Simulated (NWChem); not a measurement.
**Correlation energy of hydrogen fluoride (HF)**

```
F
H 1 0.9248
```
Charge 0, spin multiplicity 1.

All runs are NWChem calculations. The geometry was optimised at B3LYP/def2-SVP, a minimum by its harmonic frequencies.

Basis set: def2-QZVP. Each correlation energy counts from its own Hartree-Fock reference.

The correlated methods keep 1 core orbital frozen. Coupled-cluster values serve here as a point of comparison, not as the truth.

Question: Order these methods by the correlation energy they give, lowest first: MP2, SCS-MP2, CR-CCSD[T], CCSD+T(CCSD).

Answer: CCSD+T(CCSD) (-305.3 mHa), CR-CCSD[T] (-304.4 mHa), MP2 (-297.1 mHa), SCS-MP2 (-293.1 mHa)
